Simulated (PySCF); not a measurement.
Isomers of [C3H10N]+ (charge +1), one GFN2-xTB conformer each. Single-point energies are computed at PBE0/pcSseg-1 (PySCF, gas phase, no added dispersion term), electronic only.

Problem. Rank them by PBE0/pcSseg-1 energy, lowest first (kcal/mol).
A. `[CH3:1][CH2:2][NH2+:3][CH3:4]` (charge +1) with C1–C2–N3–C4 180°
B. `C[NH+](C)C`

Solution. A (0.0), B (4.0).

Neighbours under 5.0 kcal/mol apart (CC[NH2+]C and C[NH+](C)C) can change places with a better method, another conformer or zero-point energy. GFN2-xTB itself gives, in the same order: 3.9, 0.0. GFN2-xTB puts C[NH+](C)C lowest instead.

Problem. Which frontier levels and rotational constants go with these structures?

Solution. 
```json
{"SMILES": "CC[NH2+]C", "HOMO (eV, PBE0/pcSseg-1)": "-15.11", "LUMO (eV)": "-4.49", "A, B, C (MHz)": "23763, 3808, 3565"}
{"SMILES": "C[NH+](C)C", "HOMO (eV, PBE0/pcSseg-1)": "-16.26", "LUMO (eV)": "-4.29", "A, B, C (MHz)": "8311, 8309, 4848"}
```
